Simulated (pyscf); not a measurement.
PySCF, gas phase, ωB97X-D3(BJ)/def2-SVP geometries. Correlated levels are frozen-core, on RHF or UHF. ΔMP2 is the change of the MP2 total energy from the triple- to the quadruple-zeta basis.

Problem. How much does it cost (ΔH, 298 K, CCSD(T)/def2-TZVPP + ΔMP2(QZVPP)) to split HO–CH₂–GaH₂ at its C–Ga bond into •H₂C–OH + GaH₂•?

Solution. C–Ga to •H₂C–OH + GaH₂•: 66.1 kcal/mol. The radicals are drawn with the spin at the cut bond; how far it spreads was not checked. HO–CH₂–GaH₂ lies 45.8 kcal/mol over its isomer H₃C–GaH–OH (electronic energy, ωB97M-D3(BJ)/def2-TZVP). Other isomers of •H₂C–OH were not searched in full and may lie lower. The CCSD(T) − MP2 part came from Ansatz, without density fitting, on the same reference. The frozen core leaves the outer d or s,p core shells of the metals and heavy elements correlated in the MP2 and CC values, and def2-TZVPP describes them poorly, which can shift differences by a few kcal/mol. Elements up to Kr have no core potential and no relativistic terms here.
